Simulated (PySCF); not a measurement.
hydrogen cyanide (CHN), SMILES C#N. Geometry optimised at ωB97X-D3(BJ)/def2-TZVPD.

TDDFT-PBE0/def2-TZVPD (PySCF 2.14.0) puts the lowest singlet excitations at 7.88, 8.25, 8.25, 9.23, 9.23, 9.67 eV.

What are the lowest excitation roots from PySCF with ADC(3)/aug-cc-pVDZ? (The exact figures need the calculation; the answer reports its results.)

8.11, 8.43, 8.43, 9.28, 9.28, 9.97 eV. S1 differs by 0.23 eV (second minus first; roots are paired by order, and the bases may differ).
